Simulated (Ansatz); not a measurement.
Predict the output of the script below (Ansatz 0.2.0, Python API).

`run_opt.py`:
```python
# -*- coding: utf-8 -*-
"""Geometry optimisation of C5H5."""

import itertools

import ansatz as az
from ase.data import atomic_numbers, covalent_radii
import numpy as np

GEOMETRY = """
C     0.17170   -1.30800   -0.08630
C    -1.03880   -0.53680    0.32640
C    -0.76730    0.75540    0.39180
C     0.62230    0.96150    0.03350
C     1.17080   -0.20920   -0.24330
H    -0.00930   -1.79430   -1.06800
H    -2.00880   -0.96690    0.53760
H    -1.47470    1.52720    0.66430
H     1.13360    1.91400   -0.00830
H     2.20040   -0.34280   -0.54770
"""


def main():
    system = az.Crystal.molecule()
    for line in GEOMETRY.strip().splitlines():
        symbol, *xyz = line.split()
        system = system.atom(symbol, [float(v) for v in xyz])

    calc = system.calculation().basis(gaussian="def2-SVP").functional("b3lyp").spin("collinear", total=1)
    symbols = [site.symbol for site in system.cartesian_sites]
    start = np.array([site.position_ang for site in system.cartesian_sites], dtype=float)
    def progress(event):
        if event["event"] == "relax_step":
            row = event["data"]
            print(f"step {row['step']:3d}  E = {row['lagrangian_ev']:.6f} eV  largest force component {row['allowed_force_max_ev_ang']:.4f} eV/A")


    summary = calc.relax(force_tolerance=0.005).session().plan().execute(on_event=progress).report
    end = np.array(summary["positions_ang"])

    for key in ("converged", "free_energy_ev", "reference_energy_ev", "n_frozen", "n_occupied", "n_virtual"):
        print(f"{key:22s} {summary[key]}")

    # pairs closer than 1.2 times the sum of covalent radii, before or after
    radius = [covalent_radii[atomic_numbers[s]] for s in symbols]
    span = lambda where, i, j: np.linalg.norm(where[i] - where[j])
    bonded = [(i, j) for i, j in itertools.combinations(range(len(symbols)), 2) if min(span(start, i, j), span(end, i, j)) < 1.2 * (radius[i] + radius[j])]
    print("pair        before    after (A)")
    for i, j in bonded:
        print(f"{symbols[i]}{i}-{symbols[j]}{j}".ljust(10), f"{span(start, i, j):8.4f} {span(end, i, j):8.4f}")
    for first, second in list(itertools.combinations(bonded, 2)):
        shared = set(first) & set(second)
        if shared and symbols[(j := shared.pop())] != "H":
            i, k = sorted((set(first) | set(second)) - {j})
            u, v = end[i] - end[j], end[k] - end[j]
            angle = np.degrees(np.arccos(np.clip(u @ v / np.linalg.norm(u) / np.linalg.norm(v), -1, 1)))
            print(f"final angle {symbols[i]}{i}-{symbols[j]}{j}-{symbols[k]}{k}: {angle:.2f} deg")
    with open("c5h5_opt.xyz", "w") as handle:
        handle.write(f"{len(symbols)}\nrelaxed C5H5\n")
        handle.writelines(f"{s:2s} {x:11.6f} {y:11.6f} {z:11.6f}\n" for s, (x, y, z) in zip(symbols, end))


if __name__ == "__main__":
    main()
```

Output of `python run_opt.py`:
```text
step   1  E = -5259.588578 eV  largest force component 2.7460 eV/A
step   2  E = -5260.143132 eV  largest force component 1.5062 eV/A
step   3  E = -5260.369706 eV  largest force component 1.6781 eV/A
step   4  E = -5260.599641 eV  largest force component 0.8584 eV/A
step   5  E = -5260.510372 eV  largest force component 1.9564 eV/A
step   6  E = -5260.645820 eV  largest force component 0.5164 eV/A
step   7  E = -5260.645900 eV  largest force component 0.2928 eV/A
step   8  E = -5260.651719 eV  largest force component 0.0280 eV/A
step   9  E = -5260.651787 eV  largest force component 0.0114 eV/A
step  10  E = -5260.651794 eV  largest force component 0.0027 eV/A
converged              True
free_energy_ev         -5260.652002802768
reference_energy_ev    -5260.652002802768
n_frozen               0
n_occupied             [18, 17]
n_virtual              [77, 78]
pair        before    after (A)
C0-C1        1.4934   1.4390
C0-C4        1.4934   1.4390
C0-H5        1.1104   1.0923
C1-C2        1.3220   1.3740
C1-H6        1.0819   1.0891
C2-C3        1.4498   1.4831
C2-H7        1.0818   1.0909
C3-C4        1.3221   1.3739
C3-H8        1.0819   1.0909
C4-H9        1.0819   1.0891
final angle C1-C0-C4: 109.13 deg
final angle C1-C0-H5: 125.43 deg
final angle C0-C1-C2: 107.16 deg
final angle C0-C1-H6: 125.75 deg
final angle C4-C0-H5: 125.43 deg
final angle C0-C4-C3: 107.16 deg
final angle C0-C4-H9: 125.75 deg
final angle C2-C1-H6: 127.09 deg
final angle C1-C2-C3: 108.28 deg
final angle C1-C2-H7: 126.86 deg
final angle C3-C2-H7: 124.86 deg
final angle C2-C3-C4: 108.28 deg
final angle C2-C3-H8: 124.86 deg
final angle C4-C3-H8: 126.86 deg
final angle C3-C4-H9: 127.10 deg
```

File `c5h5_opt.xyz` afterwards:
```text
10
relaxed C5H5
C     0.085476   -1.140509   -0.324272
C    -1.098316   -0.506773    0.193055
C    -0.779115    0.806109    0.442496
C     0.642475    1.016911    0.075947
C     1.149296   -0.173464   -0.386472
H     0.164030   -2.188430   -0.622294
H    -2.061216   -0.990321    0.351956
H    -1.441218    1.576245    0.840760
H     1.175796    1.964310    0.165977
H     2.162693   -0.363980   -0.737152
```

Reading the output:
- Total energies depend on the basis set; only differences at equal settings carry meaning.
- The end point is the stationary point reached from this start; no frequency run checks that it is a minimum, and the basis set is modest.
- The run takes the species as open-shell (spin multiplicity 2), which needn't be its ground state.
- b3lyp holds the VWN-RPA fit, as in Gaussian; the form of ORCA and Turbomole is b3lyp5.
- Hardware and time: 71 s on 1 thread of Arm Neoverse V1, on a shared host, peak memory 0.32 GiB.
